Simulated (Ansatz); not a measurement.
# LiC+ (singlet): from Hartree-Fock to the top rungs at distance C1–Li2 = 4.291 Å, aug-cc-pVTZ

How much of the correlation energy of LiC+ (singlet) does each wave-function method recover here?

Program: Ansatz 0.2.0, Gaussian basis. Level of theory: aug-cc-pVTZ, core rule «outside noble gas», up to 2 orbitals frozen. These are calculated values, not measurements.

The runs, in order: UHF; CCSD(T) on RHF; CCSD(T) on UHF; BCCD(T) on RHF; CCSDT(Q) on RHF; CCSDT(Q) on UHF; Full CI.

43 further runs of the same task are left out: 19 for a known fault of the program, 12 that didn't finish, 12 set aside as unsound or not needed.

## (1) The geometry

The geometry derives from a PBE0/def2-TZVP stationary point (not a proven minimum). One bond is set to the value named and the two fragments are kept rigid.

2 atoms, charge 1, spin multiplicity 1.

Atoms are counted from 1 here; the program's logs count them from 0.

No contacts short enough for the rule that draws bonds.

## (2) UHF

Input file in.yaml:

```yaml
crystal:
  periodic: [false, false, false]
  atoms:
    - {symbol: C, position_ang: [0.000000, 0.000000, 0.000000]}
    - {symbol: Li, position_ang: [0.000000, 0.000000, 4.291000]}
basis:
  gaussian: {orbitals: aug-cc-pVTZ}
total_charge: 1
magnetization: {spin_polarized: true, initial_magnetization: 0}
hamiltonian: {xc: hf}
output: {orbitals: {seedname: orbitals}}
```

The run is started by

```sh
ansatz run in.yaml --threads 1 --pin off --events-out ev --progress --plain --max-ram 2393MiB
```

After this run come: CCSD(T) on RHF; CCSD(T) on UHF; BCCD(T) on RHF; CCSDT(Q) on RHF; CCSDT(Q) on UHF; Full CI.

**Question.** What will the summary of the whole plan be? Wanted: FCI from the RHF energy; RMP2 from FCI; RCCSD from FCI; RCCSD(T) from FCI; RCCSDT(Q) from FCI; T1 diagnostic; effectively unpaired electrons.

The runs gave:

| quantity | value |
| --- | --- |
| FCI from the RHF energy | -3.4907 eV |
| RMP2 from FCI | +109.0 kJ/mol |
| RCCSD from FCI | +21.7 kJ/mol |
| RCCSD(T) from FCI | +9.8 kJ/mol |
| RCCSDT(Q) from FCI | +3.5 kJ/mol |
| levels within 1 kcal/mol (43 meV) | RCCSDT(Q) |
| T1 diagnostic | 0.008 |
| effectively unpaired electrons | 1.10 |

What this shows: RCCSD(T) misses by +9.8 kJ/mol, 2.9 % of the correlation energy. The occupations show strong static correlation (1.1 unpaired electrons where one determinant has 0). Coupled cluster on one determinant still stays close here. These misses are within one basis, not against nature.

The restricted and unrestricted ladders end 1.28 eV apart at CCSDT(Q), so they describe two states, and rows of one don't measure the error of the other.
